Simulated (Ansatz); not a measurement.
Take a crystal in which O has been replaced by S on all its sites, with the cell rescaled by a rough guess (in some cases also distorted within its space group) and nothing relaxed:

```xyz
4
Lattice="3.2786 0.0000 0.0000 0.0000 3.6545 0.0000 0.0000 0.0000 5.7385" Properties=species:S:1:pos:R:3 pbc="T T T"
Ag    1.6393    1.8273    2.8693
Pd    0.0000    0.0000    0.0000
S     1.6393    0.0000    1.5616
S     1.6393    0.0000    4.1770
```

The calculation used DFT PBEsol, scalar-relativistic, plane waves, PAW in Ansatz 0.2.0.

Cutoff 420 eV; k points 12×12×8 on the computed 4-atom cell (Γ-centred); Gaussian smearing, width 0.10 eV; no spin polarisation.

(1) What pressure does the cell carry?

(2) Is it a metal on this mesh?

(3) What is its energy against the elements in their standard states?

Spin polarisation was left out, and a magnetic state may lie lower.

Results:

(1) The pressure is 23.8 GPa (positive in compression), so the cell would expand.

(2) Yes, a band crosses the Fermi level.

(3) +0.102 eV/atom at this unrelaxed geometry, with the elements in the same functional.